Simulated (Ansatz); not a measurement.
Geometry optimisation, UHF/6-31G* (Ansatz 0.2.0).

The input (input.yaml):

```yaml
crystal:
  periodic: [false, false, false]
  atoms:
    - { symbol: Si, position_ang: [0.0, 0.0, 0.0] }
    - { symbol: H, position_ang: [0.0, 0.0, 1.71] }
    - { symbol: H, position_ang: [1.3768, 0.0, -0.4862] }
    - { symbol: H, position_ang: [-0.6877, 1.1914, -0.4862] }
    - { symbol: H, position_ang: [-0.6877, -1.1914, -0.4862] }
    - { symbol: O, position_ang: [0.0, 0.0, 3.02] }
    - { symbol: H, position_ang: [-0.5144, -0.8011, 3.3571] }
magnetization:
  spin_polarized: true
  initial_magnetization: 1
basis:
  gaussian: { orbitals: "6-31G*" }
hamiltonian:
  xc: hf
relax:
  f_tol: 0.15
  max_steps: 25
  restrain:
    - { distance: [1, 5], at: 2.21, k: 30.0 }
    - { distance: [0, 1], at: 1.46, k: 30.0 }
output:
  orbitals: {}
```

Run as:

```bash
$ ansatz run input.yaml --threads 1 --pin off --max-ram 2048MiB --backend cpu --events-out ev --progress --plain --runs-dir out
```

Where does it end, and by what steps?

The run converged. The restraints hold the end off the free minimum. After 5 steps the energy has fallen by 1.086 eV (the restraints' own energy left out); O6 moved furthest, 0.55 Å.

```
step  energy less start (eV)  largest force component (eV/Å)  accepted
   0                  0.0000                           1.841       yes
   1                 -0.7348                           1.487       yes
   2                 -0.9197                           1.731       yes
   3                 -1.0792                           0.643       yes
   4                 -1.0841                           0.279       yes
   5                 -1.0862                           0.244       yes
```

```xyz
7
Properties=species:S:1:pos:R:3
Si -0.002 -0.003 -0.104
H -0.058 -0.086 1.359
H 1.404 0.017 -0.550
H -0.684 1.223 -0.561
H -0.679 -1.181 -0.685
O 0.014 0.016 3.573
H -0.507 -0.788 3.597
```

Time of the run: 3.5 s on 1 thread of Arm Neoverse V2, with other jobs on the host, peak memory 0.095 GiB.
